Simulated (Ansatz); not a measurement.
# AlPH₂ (quintet): wave-function methods side by side, cc-pVDZ

One table from this session's results is given with a row withheld; the runs are named, their logs left out.

The runs use Ansatz 0.2.0, Gaussian basis; cc-pVDZ, core rule «outside noble gas», up to 10 orbitals frozen.

Plan: UHF; CCSD(T) on ROHF; CCSD(T) on UHF; BCCD(T) on ROHF; CISD; CCSDT(Q) on ROHF; CCSDT(Q) on UHF; CCSDTQ on ROHF.

18 further runs of the same task are left out: 12 for a known fault of the program, 6 set aside as unsound or not needed.

### The geometry

The geometry is a PBE0/def2-TZVP stationary point (not a proven minimum) of the parent state, kept for this charge and spin.

4 atoms, charge 0, spin multiplicity 5.

Atoms are counted from 1 here; the program's logs count them from 0.

Bond lengths: Al1–P2 2.334 Å, Al1–H3 1.588 Å, Al1–H4 1.588 Å. Angles: P2–Al1–H3 119.7°, P2–Al1–H4 119.7°, H3–Al1–H4 120.5°.

Set-up of the first run:

Input file in.yaml:

```yaml
crystal:
  periodic: [false, false, false]
  atoms:
    - {symbol: Al, position_ang: [0.000000, 0.000000, 1.179176]}
    - {symbol: P, position_ang: [0.000000, 0.000000, -1.155185]}
    - {symbol: H, position_ang: [0.000000, 1.378539, 1.966597]}
    - {symbol: H, position_ang: [0.000000, -1.378539, 1.966597]}
basis:
  gaussian: {orbitals: cc-pVDZ}
magnetization: {spin_polarized: true, initial_magnetization: 4}
hamiltonian: {xc: hf}
output: {orbitals: {seedname: orbitals}}
```

Launch:

```console
$ ansatz run in.yaml --threads 1 --pin off --events-out ev --progress --plain --max-ram 4096MiB --backend cpu
```

Among the steps run: UHF; CCSD(T) on ROHF; CCSD(T) on UHF; BCCD(T) on ROHF; CISD; CCSDT(Q) on ROHF; CCSDT(Q) on UHF; CCSDTQ on ROHF.

One of the session's tables, all rows but one given; the rest of the session is left out.

```
   method  from RCCSDTQ (meV)
     ROHF             +4899.7
      UHF             +4842.2
     RMP2             +1202.9
     UMP2             +1213.8
     CISD                   ?
    RCCSD              +158.3
    UCCSD              +157.3
 RCCSD(T)               +40.5
 UCCSD(T)               +40.3
  BCCD(T)               +40.8
   RCCSDT                +7.1
   UCCSDT                +6.7
RCCSDT(Q)                +1.2
UCCSDT(Q)                +0.3
  RCCSDTQ                   0
```

**Question.** Estimate the row for CISD.

As computed: from RCCSDTQ (meV): +456.2. In the column «from RCCSDTQ (meV)» it lies between RCCSD (+158.3) and RMP2 (+1202.9).

Caveats from the session: Restricted and unrestricted rows rest on different reference determinants; where their highest levels disagree by more than a few hundredths of an eV, they describe different states and don't form one ladder.
